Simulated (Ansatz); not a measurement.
## CHNS (isothiocyanic acid): entropy by statistical mechanics

A singlet with charge 0, relaxed at PBE0-D4/def2-TZVP (Ansatz 0.2.0):

```xyz
4

N    -0.2501    0.6347   -0.4753
C     0.3063   -0.2062    0.1707
S     1.1629   -1.2372    0.9753
H    -1.2191    0.8087   -0.6707
```

Harmonic wavenumbers in cm⁻¹: 463, 501, 634, 901, 2082, 3713.

Masses in u: N 14.007, C 12.011, S 32.06, H 1.008. Take T = 298.15 K, p = 1 bar, R = 8.3145 J/(mol K), kT/hc = 207.22 cm⁻¹, rigid rotor and harmonic oscillator.

**Question.** Work out S° at 298 K.

**Answer.** 
1. Translation (Sackur–Tetrode): S = R[3/2 ln M + 5/2 ln T − 1.1517] with M = 59.086 gives 159.7 J/(mol K).
2. Rotation: principal moments 0.456, 85.302, 85.758 u Å² give A, B, C = 36.957, 0.1976, 0.1966 cm⁻¹; the symmetry number is σ = 1; q = (√π/σ)√((kT/hc)³/ABC) = 4413; S = R(ln q + 3/2) = 82.2.
3. Vibration: with u = ν̃/207.22, each mode gives R[u/(eᵘ − 1) − ln(1 − e⁻ᵘ)]; the sum is 8.1, most from 463 cm⁻¹ (3.2), 501 cm⁻¹ (2.7), 634 cm⁻¹ (1.7).
4. Electronic: R ln 1 = 0.0, from the spin multiplicity alone.
5. Sum: 159.7 + 82.2 + 8.1 + 0.0 = 250.0 J/(mol K).

The tabulated value is 247.8 J/(mol K) (CRC Handbook of Chemistry and Physics): the model is off by +2.2.
